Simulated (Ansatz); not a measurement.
`OPS`, relaxed with RKS PBE-D4/def2-SVP in Ansatz 0.2.0 from a rough embedded geometry. The force threshold is 0.03 eV/Å; the program also tests the step.

Total charge 0; spin multiplicity 1.

Start:

```xyz
6

O     0.162    0.909   -1.233
P    -0.765   -0.054   -0.393
S     0.814   -0.813    0.735
H     1.004    0.544   -1.315
H    -1.265    0.908    0.546
H     0.051   -1.494    1.659
```

| step | energy (eV) | largest force (eV/Å) | largest move (Å) |
| --- | --- | --- | --- |
| 1 | -22200.5948 | 2.762 | 0.000 |
| 2 | -22200.9701 | 1.632 | 0.185 |
| 3 | -22201.0742 | 1.109 | 0.195 |
| 4 | -22201.1825 | 0.978 | 0.195 |
| 5 | -22201.3571 | 0.435 | 0.200 |
| 6 | -22201.4338 | 0.281 | 0.200 |
| 7 | -22201.4806 | 0.178 | 0.199 |
| 8 | -22201.4815 | 0.147 | 0.133 |
| 9 | -22201.4875 | 0.061 | 0.056 |
| 10 | -22201.4876 | 0.009 | 0.005 |

End:

```xyz
6

O     0.395    0.921   -1.133
P    -0.706    0.021   -0.224
S     0.318   -0.582    1.579
H     0.735    0.337   -1.839
H    -1.247    1.170    0.451
H     0.505   -1.868    1.165
```

Hardware: 2 threads of an Arm Neoverse V2 on a shared host. Wall time 9 s, peak host memory 0.13 GiB.
